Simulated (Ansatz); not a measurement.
The first iterations of a band of CH3 + CH3Cl (9 atoms, charge 0, multiplicity 2).

These are results of UKS PBE0/def2-SVP in Ansatz, not measurements.

```
movable images  : 1
climbing image  : yes
spring          : 5.0 eV/Å²
optimiser       : quadratic models (default)
start path      : through a guess of the saddle point
force threshold : 0.05 eV/Å
iteration limit : 60
end points      : relaxed
```

First end point:

```xyz
9
Properties=species:S:1:pos:R:3
H 0.638 -0.161 -0.795
C 0.690 0.756 -1.396
Cl -0.341 1.991 -0.638
C -0.750 -1.070 1.657
H 0.325 0.562 -2.412
H 1.722 1.126 -1.432
H 0.017 -1.268 2.407
H -0.875 -0.063 1.254
H -1.425 -1.871 1.354
```

Last end point:

```xyz
9
Properties=species:S:1:pos:R:3
H -0.599 0.019 0.983
C 0.960 1.073 -2.006
Cl 0.107 2.171 -1.034
C -0.698 -0.935 1.519
H 0.408 0.531 -2.773
H 2.013 0.902 -1.783
H 0.216 -1.126 2.098
H -1.558 -0.888 2.200
H -0.848 -1.748 0.796
```

| iteration | highest image above the first end (eV) | largest band force component (eV/Å) |
| --- | --- | --- |
| 1 | 0.544 | 1.139 |
| 2 | 0.489 | 0.531 |
| 3 | 0.453 | 0.518 |
| 4 | 0.398 | 2.424 |
| 5 | 0.232 | 0.987 |
| 6 | 0.106 | 0.935 |
| 7 | 0.000 | 1.294 |
| 8 | 0.000 | 0.655 |
| 9 | 0.000 | 0.386 |

Problem. Does the band converge within its limit, and where does its top end?

Solution. The forces met the threshold. It ended after 28 iterations with the highest image 0.483 eV above the first end. Another band between the same ends (5 images) ends at a top of the same energy, where a vibrational analysis finds 1 clearly imaginary mode. So few images can step over the top or miss a turn of the path.

The run took 42 s on 2 threads of AMD EPYC 7R43 64-Core Processor (Zen 3) (shared host), peak memory 0.22 GiB.
